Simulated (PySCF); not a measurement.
A geometry optimisation, step by step.

Carbonyl fluoride, CF2O.
Bonds: O1–C2 (double), C2–F3, C2–F4.

Computed by this run: PBE0-D3(BJ)/def2-SVP geometry optimisation, gas phase (PySCF); density fitting, grid level 1; the optimiser is geomeTRIC in internal coordinates, started from a GFN2-xTB structure with every atom displaced at random (about 0.01 Å). The frame can shift and turn from step to step; on so coarse a grid that alone can change the energy by a few meV, and forces under 0.02 eV/Å are noise.

Step 0: E = -8502.7584 eV, largest atomic force 4.061 eV/Å
```
atom  x, y, z in Å  |  force x, y, z in eV/Å
O1     -0.297    1.096    0.809   -1.279   3.570   1.454
C2     -0.030    0.089    0.355    1.412  -3.295  -1.279
F3      0.994   -0.646    0.683    0.724  -0.285   0.467
F4     -0.629   -0.564   -0.590   -0.856   0.010  -0.642
```

Step 1: E = -8502.8459 eV, largest atomic force 0.886 eV/Å
```
atom  x, y, z in Å  |  force x, y, z in eV/Å
O1     -0.339    1.061    0.787    0.221  -0.583  -0.210
C2     -0.058    0.021    0.310   -0.399   0.764   0.202
F3      0.952   -0.729    0.658   -0.122  -0.078  -0.158
F4     -0.721   -0.561   -0.658    0.300  -0.103   0.166
```

Step 2: E = -8502.8506 eV, largest atomic force 0.323 eV/Å
```
atom  x, y, z in Å  |  force x, y, z in eV/Å
O1     -0.345    1.065    0.789    0.162  -0.279  -0.016
C2     -0.061    0.029    0.316   -0.203   0.198  -0.108
F3      0.943   -0.736    0.646    0.138   0.059   0.188
F4     -0.702   -0.567   -0.654   -0.096   0.022  -0.064
```

Step 3: E = -8502.8508 eV, largest atomic force 0.240 eV/Å
```
atom  x, y, z in Å  |  force x, y, z in eV/Å
O1     -0.337    1.057    0.797   -0.171   0.121  -0.116
C2     -0.065    0.030    0.306    0.054  -0.074   0.157
F3      0.940   -0.725    0.656    0.145  -0.162  -0.029
F4     -0.703   -0.571   -0.662   -0.028   0.114  -0.012
```

Step 4: E = -8502.8534 eV, largest atomic force 0.038 eV/Å
```
atom  x, y, z in Å  |  force x, y, z in eV/Å
O1     -0.343    1.058    0.793   -0.029   0.001  -0.015
C2     -0.064    0.028    0.311    0.003   0.015   0.017
F3      0.944   -0.730    0.655    0.019  -0.033  -0.001
F4     -0.703   -0.565   -0.662    0.006   0.017  -0.001
```

Step 5: E = -8502.8533 eV, largest atomic force 0.071 eV/Å
```
atom  x, y, z in Å  |  force x, y, z in eV/Å
O1     -0.347    1.057    0.794    0.028   0.002  -0.005
C2     -0.062    0.029    0.311   -0.055  -0.029   0.032
F3      0.944   -0.731    0.657    0.009   0.020  -0.001
F4     -0.700   -0.563   -0.664    0.018   0.008  -0.026
```

Step 6: E = -8502.8535 eV, largest atomic force 0.022 eV/Å
```
atom  x, y, z in Å  |  force x, y, z in eV/Å
O1     -0.347    1.057    0.794    0.008   0.002   0.007
C2     -0.063    0.028    0.312   -0.016  -0.015   0.003
F3      0.944   -0.731    0.657   -0.004   0.010   0.002
F4     -0.699   -0.563   -0.665    0.012   0.003  -0.012
```

Question: Summarise the path.

Answer: The energy falls by 2.19 kcal/mol from step 0 to step 6; nine tenths of that is first reached at step 1. It never rises by more than 0.2 meV. The largest force goes from 4.061 to 0.022 eV/Å. Among the bonds O1=C2 changes most, from 1.136 to 1.171 Å; the atoms move by 0.024 Å rms after alignment.

What follows is the cost of the whole optimisation. The run took 5.6 s wall on an Arm Neoverse V1 with one thread, shared host with 32 logical CPUs at a one-minute load of 31, and the process peaked at 0.27 GiB of memory.
